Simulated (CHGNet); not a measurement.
**hcp Os**

Calculation: the machine-learned potential CHGNet-r²SCAN (trained on r²SCAN data).

Cell (relaxed at this level):

```
Os
1.0
    2.75536     0.00000     0.00000
   -1.37768     2.38622     0.00000
    0.00000     0.00000     4.30481
Os
2
Direct
  0.66667   0.33333   0.75000
  0.33333   0.66667   0.25000
```

```json
{
  "lattice_parameter_a": "2.755 Å",
  "c axis length": "4.305 Å",
  "volume_per_atom": "14.15 Å³/atom"
}
```

Measured, for comparison: lattice constant a 2.734 Å (293 K, not corrected to a static lattice, our sources range from 2.734 to 2.740; as tabulated in Wikipedia's data pages); lattice parameter c 4.320 Å (293 K, not corrected to a static lattice; as tabulated in Wikipedia's data pages). Computed (rounded) less measured: lattice constant a +0.8 % (+0.5 % to +0.8 % over the range), lattice parameter c -0.3 %. A static lattice is as a rule a little smaller and stiffer than an uncorrected measurement, which narrows the difference in the lattice parameter c and would widen misses of the other sign.

A machine-learned potential is trained on density-functional data: it inherits that level's misses and adds fitting errors of its own.
